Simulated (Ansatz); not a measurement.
**SiNH (singlet): correlated methods under varied settings at distance Si1–N2 = 1.717 Å**

One table from this session's results is given with a row withheld; the runs are named, their logs left out.

Method: the settings change from run to run; program: Ansatz 0.2.0, Gaussian basis.

29 further runs of the same task are left out: 5 for a known fault of the program, 19 that didn't finish, 5 set aside as unsound or not needed.

## The geometry

The geometry derives from a PBE0/def2-TZVP stationary point (not a proven minimum). One bond is set to the value named and the two fragments are kept rigid.

3 atoms, charge 0, spin multiplicity 1.

Atoms are counted from 1 here; the program's logs count them from 0.

Bond lengths: Si1–N2 1.717 Å, Si1–H3 1.487 Å. Angles: N2–Si1–H3 180.0°.

The first run:

in.yaml

```yaml
crystal:
  periodic: [false, false, false]
  atoms:
    - {symbol: Si, position_ang: [0.000000, 0.000000, 0.076616]}
    - {symbol: N, position_ang: [0.000000, 0.000000, -1.640384]}
    - {symbol: H, position_ang: [0.000000, 0.000000, 1.563768]}
basis:
  gaussian: {orbitals: 6-31G}
correlation: {active_space: {window: {electrons: 6, orbitals: 6}}}
```

Started as:

```console
> ansatz run in.yaml --threads 1 --pin off --events-out ev --progress --plain --max-ram 2393MiB
```

Steps of the session up to this table: CASSCF(6,6)/6-31G; MP2 on UHF/6-31G; HF/6-31G; CISD/def2-mTZVP; CCSDT(Q) on RHF/6-31G.

One of the session's tables, all rows but one given; the rest of the session is left out.

```
                level  from FCI (meV)
    CASSCF(6,6)/6-31G          2335.0
     MP2 on UHF/6-31G          2319.0
             HF/6-31G          6977.2
      CISD/def2-mTZVP                
CCSDT(Q) on RHF/6-31G               ?
```

Q: Estimate the row for CCSDT(Q) on RHF/6-31G from the others.

**Answer.** from FCI (meV): -19.6.

Limits of these values: The determinant is far from a pure spin state, so its energy mixes those of several spin states (harmless only where they are near-degenerate, as at dissociation). Hartree-Fock, CASSCF and CASCI lack dynamic correlation by design.
